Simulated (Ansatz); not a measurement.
Coupled-cluster run, C₄H₇F, SMILES `C/C=C(/C)F`.

```yaml
crystal:
  periodic: [false, false, false]
  atoms:
    - {symbol: C, position_ang: [-1.114534, 1.548417, -0.386878]}
    - {symbol: C, position_ang: [-0.373755, 0.263757, -0.519858]}
    - {symbol: C, position_ang: [0.362608, -0.301208, 0.424556]}
    - {symbol: C, position_ang: [1.123328, -1.569843, 0.364071]}
    - {symbol: F, position_ang: [0.483891, 0.299888, 1.629793]}
    - {symbol: H, position_ang: [-2.186224, 1.402310, -0.552848]}
    - {symbol: H, position_ang: [-0.979967, 1.985254, 0.602193]}
    - {symbol: H, position_ang: [-0.775144, 2.275757, -1.130655]}
    - {symbol: H, position_ang: [-0.430554, -0.268341, -1.463285]}
    - {symbol: H, position_ang: [1.012099, -2.036339, -0.614011]}
    - {symbol: H, position_ang: [0.769751, -2.265850, 1.130102]}
    - {symbol: H, position_ang: [2.185703, -1.389099, 0.550921]}
basis:
  gaussian: {orbitals: def2-SVP}
correlation: {method: ccsd_t}
```

```sh
$ ansatz run in.yaml --threads 4 --pin off --events-out ev --progress --plain --max-ram 10444MiB
```

Log, shortened:

```
Functional definition: HF
1077 factors; integrals over basis functions are off by at most 1.5e-3 eV
mean field evaluation 1: about -6929.8572 eV, gradient 3.2e1 eV
mean field evaluation 2: about -6929.9852 eV, gradient 3.2e1 eV
mean field evaluation 4: about -6932.7528 eV, gradient 3.8e0 eV
mean field evaluation 8: about -6932.8017 eV, gradient 2.2e-1 eV
mean field -6932.80200288 eV, -254.7757743840 hartree, gradient 7.8e-7 eV, S^2 0.000000; 0 other end points of the search recorded, 0 dependent functions left out
5 core orbitals not correlated: weight in the atoms' cores, before any rotation towards them, 1.000 or more for the frozen orbitals, at most 0.000 for the correlated occupied ones
reference -6932.80200288 eV, -254.7757743840 hartree; 15, 15 occupied and 85, 85 virtual orbitals, 1077 factors
second order -20.00584269 eV of doubles, -0.00000000 eV of singles
cycle   1  -20.76362336 eV  change   -7.6e-1 eV  update   9.5e-2
cycle   2  -21.25569524 eV  change   -4.9e-1 eV  update   3.0e-2
cycle   3  -21.38416256 eV  change   -1.3e-1 eV  update   1.5e-2
cycle   4  -21.38565903 eV  change   -1.5e-3 eV  update   3.5e-3
cycle   5  -21.38533558 eV  change    3.2e-4 eV  update   1.4e-3
cycle   6  -21.38562858 eV  change   -2.9e-4 eV  update   3.2e-4
cycle   7  -21.38551105 eV  change    1.2e-4 eV  update   1.0e-4
cycle   8  -21.38549460 eV  change    1.6e-5 eV  update   2.8e-5
perturbative correction -0.61911988 eV, -0.0227522358 hartree
Total energy: -6954.80661736 eV, -255.5844290508 hartree
```

It took 2.4 s on 4 threads of an Intel Xeon 6975P-C on a shared host, with 0.54 GiB of host memory at the peak.

MP2 recovers 90.9 % of the CCSD(T) correlation energy and the triples give 2.8 %; T1 = 0.0101.
